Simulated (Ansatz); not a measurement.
```yaml
crystal:
  periodic: [false, false, false]
  atoms:
    - {symbol: N, position_ang: [0.000000, 0.000000, -1.305411]}
    - {symbol: B, position_ang: [0.000000, 0.000000, 0.047714]}
    - {symbol: O, position_ang: [0.000000, 0.000000, 1.257697]}
basis:
  gaussian: {orbitals: def2-TZVP}
hamiltonian: {xc: pbe0}
relax: {f_tol: 0.004, max_steps: 80}
```

```sh
$ ansatz run in.yaml --threads 1 --pin off --events-out ev --progress --plain --max-ram 2176MiB
```

Steps of the relaxation (energy above the last step; positions in Å, forces in eV/Å):

```
3
step 1, 33.6 meV
N     0.000    0.000   -1.305    0.000    0.000   -1.412
B     0.000    0.000    0.048    0.000    0.000   -0.116
O     0.000    0.000    1.258    0.000    0.000    1.529
```

```
3
step 2, 2.7 meV
N     0.000    0.000   -1.324    0.000    0.000   -0.455
B     0.000    0.000    0.049    0.000    0.000    0.259
O     0.000    0.000    1.274    0.000    0.000    0.196
```

```
3
step 3, 0.1 meV
N     0.000    0.000   -1.331    0.000    0.000   -0.058
B     0.000    0.000    0.052    0.000    0.000    0.098
O     0.000    0.000    1.279    0.000    0.000   -0.040
```

```
3
step 4, 0.0 meV
N     0.000    0.000   -1.332    0.000    0.000   -0.004
B     0.000    0.000    0.053    0.000    0.000    0.016
O     0.000    0.000    1.279    0.000    0.000   -0.012
```

```
3
step 5, 0.0 meV
N     0.000    0.000   -1.332    0.000    0.000    0.000
B     0.000    0.000    0.053    0.000    0.000   -0.001
O     0.000    0.000    1.279    0.000    0.000    0.001
```

Close pairs at the end: B2–O3 1.226 Å, N1–B2 1.384 Å.

A stationary point of restricted PBE0 after 5 steps (its stability towards spin polarisation wasn't tested); no frequencies were run, so it isn't proven a minimum. 7.5 s on 1 thread of Arm Neoverse V1, shared host.
